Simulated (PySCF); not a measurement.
**Quadrupole coupling of isobutyronitrile: levels of theory against gas-phase measurements**

Values to reproduce (atoms as numbered below): 14N at N5: χzz = -4.196 MHz [1].
[1] measured, gas; W. C. Bailey, Calculation of NQCC in Gaseous State Molecules (compilation of microwave values)

Compound: isobutyronitrile, C₄H₇N.
Structure used (GFN2-xTB), in Å, numbered top down from 1:
```
atom  x, y, z in Å
C1     1.2078   -0.4183    0.4435
C2     0.1017    0.2015   -0.4156
C3    -1.2431   -0.4976   -0.1957
C4    -0.0281    1.6057   -0.0963
N5    -0.1351    2.7127    0.1677
H6     1.3289   -1.4686    0.1875
H7     0.9534   -0.3442    1.4988
H8     2.1543    0.0926    0.2800
H9     0.3809    0.1307   -1.4745
H10   -1.5389   -0.4283    0.8490
H11   -2.0191   -0.0390   -0.8046
H12   -1.1615   -1.5480   -0.4658
```

What do the calculations give?

PySCF, non-relativistic, all at one geometry, with Q(14N) = 0.02044 b:

| level | functions | 14N N5 (MHz) | computed/reference − 1 (%) |
| --- | --- | --- | --- |
| B3LYP/pcJ-1 | 205 | -4.653 | +10.9 |
| PBE0/pcSseg-1 | 120 | -4.635 | +10.5 |

Closest here is PBE0/pcSseg-1 (10.5 % unsigned error), furthest B3LYP/pcJ-1 (10.9 %); one molecule doesn't rank methods. Computed values are for fixed nuclei, while measured ones can include vibrational averaging. GFN2-xTB bond lengths can be off by several hundredths of an ångström, more for odd bonds, and the gradients follow them.
